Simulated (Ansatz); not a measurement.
## BCl: harmonic frequencies at the relaxed geometry

Computed with the Ansatz DFT code, driven from Python.

The script reads `bcl.xyz`:
```text
2

B     0.00000    0.00000    0.00000
Cl    0.00000    0.00000    1.78500
```

`freq_bcl.py`:
```python
'''Vibrations of BCl.'''

import ansatz as az
import numpy as np


def main() -> None:
    molecule = az.Crystal.molecule_from_extxyz('bcl.xyz')

    setup = (
        molecule.calculation()
        .basis(gaussian='def2-SVP')
        .functional('B3LYP')
    )
    symbols = [site.symbol for site in molecule.cartesian_sites]
    start = np.array([site.position_ang for site in molecule.cartesian_sites], dtype=float)
    summary = setup.relax(force_tolerance=0.003).run().report
    end = np.array(summary['positions_ang'])

    print('bond        before    after (A)')
    for i, j in [(0, 1)]:
        d0, d1 = (np.linalg.norm(xyz[i] - xyz[j]) for xyz in (start, end))
        print(f'{symbols[i]}{i}-{symbols[j]}{j}'.ljust(10), f'{d0:8.4f} {d1:8.4f}')

    # frequencies need a stationary point, so they are taken at the relaxed geometry
    minimum = az.Crystal.molecule()
    for symbol, xyz in zip(symbols, end):
        minimum = minimum.atom(symbol, xyz.tolist())
    vibrating = (
        minimum.calculation()
        .basis(gaussian='def2-SVP')
        .functional('B3LYP')
        .phonons(temperatures=(298.15, 498.15, 100))
    )
    vib = vibrating.run().report['vibrations']
    sums = vib['harmonic_sums']
    modes = [m['omega_inv_cm'] for m in sums['modes_at_gamma'] if m['rigid_motion'] == 'no']
    print('frequencies (1/cm):', ' '.join(f'{w:.0f}' for w in modes))
    print('imaginary modes:', sum(w < 0 for w in modes), ' zero-point energy:', round(sums['zero_point_energy_ev'], 4), 'eV')
    print('T (K)   F_vib (eV)   S_vib (meV/K)   C_vib (meV/K)')
    for row in zip(sums['temperatures_k'], sums['vibrational_free_energy_ev'], vib['entropy_ev_per_k'], vib['heat_capacity_ev_per_k']):
        print(f'{row[0]:6.1f} {row[1]:11.4f} {1000 * row[2]:13.4f} {1000 * row[3]:15.4f}')


if __name__ == '__main__':
    main()
```

```console
$ python freq_bcl.py
bond        before    after (A)
B0-Cl1       1.7850   1.7226
frequencies (1/cm): 851
imaginary modes: 0  zero-point energy: 0.0528 eV
T (K)   F_vib (eV)   S_vib (meV/K)   C_vib (meV/K)
 298.1      0.0523        0.0073          0.0247
 398.1      0.0512        0.0169          0.0413
 498.1      0.0489        0.0275          0.0533
```

What to keep in mind:
- The settings weren't tested for convergence.
- The frequencies are harmonic and unscaled, in a modest basis. The result belongs to the one conformer reached from this start, and soft torsions count as harmonic oscillators.
- b3lyp holds the VWN-RPA fit, as in Gaussian; the form of ORCA and Turbomole is b3lyp5.
- The spin state was assumed, and another may lie lower.
- Wall time of the script: 4.9 s on 1 thread of Arm Neoverse V2, with other jobs on the host, peak memory 0.16 GiB.

(A comment or docstring line of the script was reworded after the run, the code is as it ran; lines on the test bed's own set-up are left out of the output.)
